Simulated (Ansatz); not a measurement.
Worked example: HCl + C3H7Cl → H2 + C3H6Cl2

Species: HCl (hydrogen chloride), singlet; C3H7Cl (1-chloropropane) `CCCCl`, singlet; H2 (hydrogen), singlet; C3H6Cl2 `ClCCCCl`, singlet. The partners trade Cl for H: H–Cl and C–H bonds give way to H–H and C–Cl.

Shapes, held fixed at every level: PBE0-D4/def2-TZVP. Flexible molecules stand in one conformer, not always the lowest. Programs: Ansatz 0.2.0. The zero-point and thermal change to 298 K, harmonic and unscaled (PBE0-D4/def2-TZVP), is -11.1 kJ/mol.

At CCSD(T)/CBS estimate; 1 Eh = 2625.50 kJ/mol:

| species | energy (Eh) |
| --- | --- |
| HCl | -460.381270 |
| C3H7Cl | -578.157850 |
| H2 | -1.175441 |
| C3H6Cl2 | -1037.333289 |

Task: Work out ΔH(298 K) of the reaction at this level.

Result: 
1. Products less reactants: (-1.175441) + (-1037.333289) − [(-460.381270) + (-578.157850)] = 0.030390 Eh = +79.8 kJ/mol.
2. With the thermal change: +79.8 + (-11.1) = +68.7 kJ/mol.

Other levels give +64.3 (PBE-D4/def2-TZVPP) to +80.1 kJ/mol (CCSD(T)/def2-SVP). No measured value is set beside it here. The CBS estimate extrapolates MP2 from def2-TZVPP and def2-QZVPP and adds CCSD(T) − MP2 in the triple-zeta set, cores frozen; for H2 it overshoots the exact energy by about 1 mEh.
